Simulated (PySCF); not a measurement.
Computed with PySCF with B3LYP-D3(BJ)/def2-TZVP // PBE0-D4/def2-TZVP. Gas-phase values, no solvent. One relaxed conformer stands for a flexible species; it need not be the lowest. B3LYP has the VWN-RPA correlation part, as in Gaussian. 

Reference species (SMILES): `[OH]` (neutral, multiplicity 2).

```
Quantity                         Result
-----------------------------  --------
highest occupied spin orbital  -8.84 eV
```

Changed species: `[CH2][SiH2]O` (radical fragment; the reference has radical fragment).

Task: Give the shifts of the highest occupied spin orbital.

Result: the highest occupied spin orbital goes up by 2.25 eV, to -6.59 eV.
